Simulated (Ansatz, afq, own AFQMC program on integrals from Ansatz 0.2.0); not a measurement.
Atomization energy of BPHCl, singlet

```yaml
atoms:
  - { symbol: Cl, position_ang: [0.0000, -0.2808, 1.9376] }
  - { symbol: B, position_ang: [0.0000, -0.3505, 0.2476] }
  - { symbol: P, position_ang: [0.0000, -0.3284, -1.4586] }
  - { symbol: H, position_ang: [0.0000, 0.9596, -0.7266] }
```

Connectivity, by distances: Cl–B–PH.

Atoms in their ground-state spins without spin–orbit coupling (mostly on UHF) minus the molecule (RHF), without zero-point energy. The geometry is a stationary point, not shown to be a minimum.

Basis cc-pVDZ. Only valence electrons are correlated. AFQMC by an in-house program on the Cholesky factors that Ansatz 0.2.0 writes for its CCSD(T) run. ph-AFQMC/CISD is guided by a CISD state made of CCSD amplitudes; releasing the constraint for a short imaginary time cuts its bias at the price of noise, slowly where states lie close. Free AFQMC starts from the CCSD state and is never constrained. Its projection time is finite, and what remains of the start isn't in its error. ± is one standard error of the sampling. The errors of all members are added in quadrature.

No full CI on the walks' own integrals is used here; CCSDT(Q) serves as the reference and is uncertain by about the last step of the cluster series. Each member takes its own surest rung, up to full CI.

Errors are counted within cc-pVDZ, not against nature.

Cautions: BPHCl (singlet): the ph-AFQMC/HF walk drifts between its halves (2.2 errors); other spins of the molecule weren't checked.

| level | atomization energy (eV) |
| --- | --- |
| HF | 7.792 |
| CCSD | 10.435 |

Question: From these cheaper values, estimate the atomization energy at the reference level in cc-pVDZ.

Answer: 10.771 eV (CCSDT(Q) in cc-pVDZ).

| level | atomization energy (eV) | error against CCSDT(Q) (eV) |
| --- | --- | --- |
| MP2 | 11.167 | 0.396 |
| CCSD(T) | 10.745 | -0.026 |
| ph-AFQMC/HF | 11.123 ± 0.100 | 0.352 ± 0.100 |
| ph-AFQMC/CISD | 10.771 ± 0.026 | 0.000 ± 0.026 |
| released AFQMC | 10.755 ± 0.031 | -0.016 ± 0.031 |
| free AFQMC | 10.723 ± 0.035 | -0.048 ± 0.035 |

Correlation beyond CCSD(T) adds 0.026 eV. The perturbative (T) step is worth +0.310 eV.

Free projections are given only where their last times agree within the noise and don't stop above the reference; a slow remainder of the start can still hide under it. Released energies are given only where the last usable release times agree within the noise; a slower fall can still hide under it.
